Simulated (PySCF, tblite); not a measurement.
# CH2O2, a complex of two parts: NMR shifts, interaction energy, infrared bands, spin-spin couplings and core binding energies

One table from this session's results is given with a row withheld; the runs are named, their logs left out.

Computed with tblite 0.8.0 and PySCF 2.14.0; each step states its level. No surroundings beyond the atoms listed, unless a continuum is named. Atoms count from 0, parts from 1.

### The system as given

5 atoms, charge 0, multiplicity 1; geometry: rigid parts in contact. Parts: 1 = atoms 0–2, `O`, charge 0; 2 = atoms 3–4, `[C-]#[O+]`, charge 0.

The first run:

The job: settings as JSON, then the geometry in Å.

```
{"job": {"kind": "dock", "xc": "GFN2-xTB", "basis": "xTB"}, "charge": 0, "multiplicity": 1, "parts": [{"atoms": "0-2", "charge": 0, "multiplicity": 1}, {"atoms": "3-4", "charge": 0, "multiplicity": 1}]}
O     -0.000534     0.379350    -0.003490
H     -0.771835    -0.190800    -0.004186
H      0.772369    -0.188550     0.007676
C     -1.953466    -0.944621     2.045468
O     -2.822721    -0.913940     2.762617
```

With the program's defaults for keys left out, this is: GFN2-xTB search for minima from random contacts, gas phase.

Started as:

```console
OMP_NUM_THREADS=1 python cluster_run.py task.json out
```

The driver reads the jobs from task.json and runs them one after another.

Steps of the session up to this table: Search for minima with GFN2-xTB; Geometry optimisation at PBE0-D3(BJ)/def2-TZVPD; NMR shieldings: PBE0/pcSseg-2; Coupled-cluster interaction energy: CCSD(T) and MP2.

One table of the session follows, with a row left open; its other results are not shown here.

It belongs to the step «Coupled-cluster interaction energy: CCSD(T) and MP2». 

```
                 method  interaction energy (kcal/mol)
         HF/aug-cc-pVDZ                          -0.27
        MP2/aug-cc-pVDZ                          -1.63
       CCSD/aug-cc-pVDZ                          -1.26
    CCSD(T)/aug-cc-pVDZ                              ?
         HF/aug-cc-pVQZ                          -0.35
        MP2/aug-cc-pVQZ                          -1.94
    SCS-MP2/aug-cc-pVQZ                          -1.62
      MP2, extrapolated                          -1.98
CCSD(T), limit estimate                          -1.81
```

Estimate the missing values for CCSD(T)/aug-cc-pVDZ.

**Answer.** interaction energy (kcal/mol): -1.46. In the column «interaction energy (kcal/mol)» it lies between SCS-MP2/aug-cc-pVQZ (-1.62) and CCSD/aug-cc-pVDZ (-1.26).
